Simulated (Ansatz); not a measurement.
Geometry optimisation, RKS r2SCAN/def2-mTZVP in Ansatz 0.2.0.

Input file:

```yaml
crystal:
  periodic: [false, false, false]
  atoms:
    - { symbol: Si, position_ang: [0.0, 0.0, 0.0] }
    - { symbol: H, position_ang: [0.0, 0.0, 1.81] }
    - { symbol: H, position_ang: [1.3768, 0.0, -0.4862] }
    - { symbol: H, position_ang: [-0.6877, 1.1914, -0.4862] }
    - { symbol: H, position_ang: [-0.6877, -1.1914, -0.4862] }
    - { symbol: P, position_ang: [-2.3535, 0.0, 0.782] }
    - { symbol: H, position_ang: [-3.1199, -0.8853, -0.0213] }
    - { symbol: H, position_ang: [-2.4033, -0.4268, 2.1354] }
    - { symbol: H, position_ang: [-0.9491, 0.0, 1.8858] }
basis:
  gaussian: { orbitals: def2-mTZVP }
hamiltonian:
  xc: r2scan
relax:
  f_tol: 0.15
  max_steps: 25
  restrain:
    - { distance: [0, 5], at: 2.18, k: 30.0 }
    - { distance: [8, 1], at: 0.66, k: 30.0 }
    - { distance: [0, 1], at: 2.66, k: 30.0 }
    - { distance: [8, 5], at: 2.62, k: 30.0 }
output:
  orbitals: {}
```

Launched with:

```bash
$ ansatz run input.yaml --threads 2 --pin off --max-ram 3072MiB --backend cpu --events-out ev --progress --plain --runs-dir out
```

Q: Where does it end, and by what steps?

A: The run converged. The restraints hold the end off the free minimum. After 14 steps the energy has fallen by 5.171 eV (the restraints' own energy left out); H9 moved furthest, 1.11 Å. Joined: H2–H9 (0.95 → 0.71 Å).

| step | energy less start (eV) | largest force component (eV/Å) | accepted |
| --- | --- | --- | --- |
| 0 | 0.0000 | 2.894 | yes |
| 1 | -0.8053 | 1.887 | yes |
| 2 | -1.2773 | 4.707 | yes |
| 3 | -2.6644 | 4.172 | yes |
| 4 | -3.7315 | 2.520 | yes |
| 5 | -4.3028 | 1.800 | yes |
| 6 | -4.6995 | 1.335 | yes |
| 7 | -4.9161 | 1.136 | yes |
| 8 | -5.0398 | 1.107 | yes |
| 9 | -5.1336 | 1.046 | yes |
| 10 | -5.1692 | 1.271 | yes |
| 11 | -5.1448 | 1.449 | no |
| 12 | -5.1900 | 0.874 | no |
| 13 | -5.1784 | 1.096 | yes |
| 14 | -5.1714 | 1.350 | yes |

```xyz
9
Properties=species:S:1:pos:R:3
Si -0.550 -0.070 -0.355
H 0.099 0.106 2.233
H 0.749 0.102 0.344
H -0.673 1.015 -1.368
H -0.500 -1.374 -1.078
P -2.272 0.132 1.007
H -3.187 -0.290 -0.007
H -2.159 -1.168 1.579
H -0.332 0.235 2.777
```

Run time: 29 s on 2 threads of Arm Neoverse V2, with other jobs on the host, peak memory 0.13 GiB.
